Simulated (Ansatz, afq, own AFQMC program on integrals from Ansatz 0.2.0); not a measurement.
SiO, triplet → SiO, singlet

```xyz
2

Si    0.0000    0.0000    0.0000
O     0.0000    0.0000    1.7235
```

E(singlet, charge +0) − E(triplet, charge +0) at this geometry, on UHF and RHF determinants.

Basis 6-31G. Noble-gas cores (and the filled d shells of Ga–Kr and In–Xe) are frozen. Ansatz 0.2.0 and our own AFQMC program on the same integrals; the CISD trial comes from CCSD amplitudes, and released means the phaseless constraint is let go. Uncertainties: one standard error, sampling alone. The errors of all members are added in quadrature.

Full CI on the same integrals is exact in this basis and with this determinant's frozen core.

Errors are counted within 6-31G, not against nature.

Cautions: SiO (triplet): another spin lies lower, the CCSDT(Q) amplitudes may be one of several solutions (largest double 0.69), the CCSDTQ amplitudes may be one of several solutions (largest double 0.75), the released energy hasn't reached full CI (173 meV above it at 2.40 1/Eh), so no released level is given (meV from the phaseless value at times in 1/Eh: 13 ± 9 at 0.24, 7 ± 9 at 0.51, -14 ± 11 at 0.99, -43 ± 13 at 1.62, -14 ± 13 at 2.40), the determinant fills πx and πy unequally, so it mixes two states of the linear molecule, and each level undoes that mixture to a different degree, while full CI gives the lower state, its ph-AFQMC/CISD value lies 187 ± 10 meV above full CI; SiO (singlet): restricted determinant unstable towards unrestricted (UHF 292 meV lower, ⟨S²⟩ 0.67), strong correlation (T1 0.049, weight of the determinant 0.86, largest double 0.11), (T) is large, 7 % of the CCSD correlation.

Reference (full CI): -3.242 eV.

```json
{"level": "HF", "vertical spin gap (eV)": "-0.963", "error against FCI (eV)": "2.278"}
{"level": "MP2", "vertical spin gap (eV)": "-4.032", "error against FCI (eV)": "-0.790"}
{"level": "CCSD", "vertical spin gap (eV)": "-3.090", "error against FCI (eV)": "0.152"}
{"level": "CCSD(T)", "vertical spin gap (eV)": "-3.405", "error against FCI (eV)": "-0.163"}
{"level": "CCSDT", "vertical spin gap (eV)": "-3.234", "error against FCI (eV)": "0.008"}
{"level": "CCSDT(Q)", "vertical spin gap (eV)": "-3.254", "error against FCI (eV)": "-0.012"}
{"level": "CCSDTQ", "vertical spin gap (eV)": "-3.251", "error against FCI (eV)": "-0.009"}
{"level": "ph-AFQMC/HF", "vertical spin gap (eV)": "-3.392 ± 0.084", "error against FCI (eV)": "-0.151 ± 0.084"}
{"level": "ph-AFQMC/CISD", "vertical spin gap (eV)": "-3.417 ± 0.027", "error against FCI (eV)": "-0.176 ± 0.027"}
```

Correlation beyond CCSD(T) adds 0.163 eV. The perturbative (T) step is worth −0.315 eV. Where a determinant mixes two states, these steps and errors hold in part the undoing of that mixture, and only full CI is sure.

CCSDT and higher add their correlation energy to the determinant of the CCSD(T) run, since their own runs factorise the integrals more tightly (a shift of under 2 meV).
